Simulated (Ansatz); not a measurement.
A made-up structure of C₃H₇ (charge -1), singlet:

C1  (-1.273, 0.383, -0.523)
C2  (0.203, 0.424, -0.223)
C3  (0.643, -0.656, 0.768)
H4  (-1.511, -0.394, -1.269)
H5  (-1.636, 1.343, -0.921)
H6  (0.457, 1.401, 0.217)
H7  (0.899, 0.324, -1.100)
H8  (-0.043, -0.004, 0.715)
H9  (0.087, -0.547, 1.706)
H10  (0.403, -1.650, 0.372)
(Å)

It is relaxed with PBE-D4/def2-SVPD and then PBE0-D4/def2-TZVPD (Ansatz 0.2.0). Atoms count as bonded within 1.22 times the sum of their covalent radii (H–H: 0.88 Å). The end point is not checked to be a true minimum.

Problem. Does its bonding change? (Judge from chemistry; the calculation decides.)

Solution. Computed: Yes. Formed: none; broken: C2–H8.

Where it ends: The first stage lowers the energy by 5.94 eV in 17 steps. It ends as C₃H₇ ([CH2][CH2][CH3]), total charge -1:
C1  (-1.264, 0.478, -0.855)
C2  (0.073, 0.498, -0.162)
C3  (0.241, -0.639, 0.851)
H4  (-1.280, -0.255, -1.679)
H5  (-1.519, 1.460, -1.282)
H6  (0.185, 1.447, 0.385)
H7  (0.984, 0.446, -0.819)
H8  (-0.551, -0.581, 1.606)
H9  (1.228, -0.624, 1.345)
H10  (0.130, -1.608, 0.350)
(Å)

Labels in which every atom is bracketed show which atoms are joined, not bond orders.

For scale, one of the runs: PBE0-D4/def2-TZVPD relaxation, 174 basis functions, launched by `ansatz run in.yaml --threads 2 --pin off --events-out ev --progress --plain --max-ram 4352MiB`. Hardware: 2 CPU threads of an AMD EPYC 9B45, shared host. Wall time about 10 s.
